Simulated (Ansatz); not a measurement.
in.yaml

```yaml
crystal:
  periodic: [false, false, false]
  atoms:
    - {symbol: P, position_ang: [0.000000, 0.000000, 0.000000]}
    - {symbol: Ga, position_ang: [0.000000, 0.000000, 2.129300]}
basis:
  gaussian: {orbitals: aug-cc-pVTZ}
total_charge: -1
magnetization: {spin_polarized: false, initial_magnetization: 1}
correlation: {method: fic_mrcisd_q, electrons: outside_noble_gas, active_space: {window: {electrons: 9, orbitals: 8}, shells: [{species: Ga, l: s, shell: 4}, {species: Ga, l: p, shell: 4}, {species: P, l: s, shell: 3}, {species: P, l: p, shell: 3}]}}
```

```sh
$ ansatz run in.yaml --threads 2 --pin off --events-out ev --progress --plain --max-ram 24576MiB --backend cuda --devices 0, --max-vram 18GiB
```

Question: Roughly how long does this take on 2 threads of AMD EPYC 7R13 with a shared H100 80 GB, shared host, and how much host memory?

Answer: 13 s wall and 0.86 GiB.

```
1188 factors; integrals over basis functions are off by at most 1.4e-7 eV
mean field evaluation 1: about -61606.3502 eV, gradient 9.5e0 eV
mean field evaluation 2: about -61606.4025 eV, gradient 9.6e0 eV
mean field evaluation 4: about -61606.9886 eV, gradient 1.7e0 eV
mean field evaluation 8: about -61607.0103 eV, gradient 3.0e-1 eV
mean field evaluation 16: about -61607.0188 eV, gradient 6.3e-1 eV
mean field evaluation 32: about -61607.3974 eV, gradient 1.7e-6 eV
mean field evaluation 64: about -61607.0112 eV, gradient 9.4e-5 eV
mean field evaluation 96: about -61607.3965 eV, gradient 2.5e-1 eV
mean field -61607.39740969 eV, -2264.0300958124 hartree, gradient 6.9e-7 eV, S^2 0.750000; 9 other end points of the search recorded, 0 dependent functions left out
reference -61607.39740969 eV, -2264.0300958124 hartree; 24, 23 occupied and 85, 86 virtual orbitals, 1188 factors
state -61609.05760579 eV, -2264.0911068936 hartree
contracted CI cycle   1: correlation 0.00000000 eV, 0.0000000000 hartree, residual 1.55e1 eV
contracted CI cycle   2: correlation -4.21967028 eV, -0.1550700227 hartree, residual 3.26e0 eV
contracted CI cycle   3: correlation -4.42494130 eV, -0.1626135933 hartree, residual 8.01e-1 eV
contracted CI cycle   4: correlation -4.43687028 eV, -0.1630519752 hartree, residual 2.20e-1 eV
contracted CI cycle   5: correlation -4.43776869 eV, -0.1630849914 hartree, residual 6.44e-2 eV
contracted CI cycle   6: correlation -4.43784639 eV, -0.1630878467 hartree, residual 2.00e-2 eV
contracted CI cycle   7: correlation -4.43785385 eV, -0.1630881210 hartree, residual 5.78e-3 eV
contracted CI cycle   8: correlation -4.43785446 eV, -0.1630881433 hartree, residual 1.59e-3 eV
contracted CI cycle   9: correlation -4.43785451 eV, -0.1630881450 hartree, residual 4.39e-4 eV
state -61609.05760579 eV, -2264.0911068936 hartree; corrected -61613.96132344 eV, -2264.2713151936 hartree
Total energy: -61613.96132344 eV, -2264.2713151936 hartree
Checks for a lower state left out: starts, orbital_swaps
```

Natural occupations: 1.9924 1.9442 1.9288 1.9288 1.0189 0.0786 0.0786 0.0298.
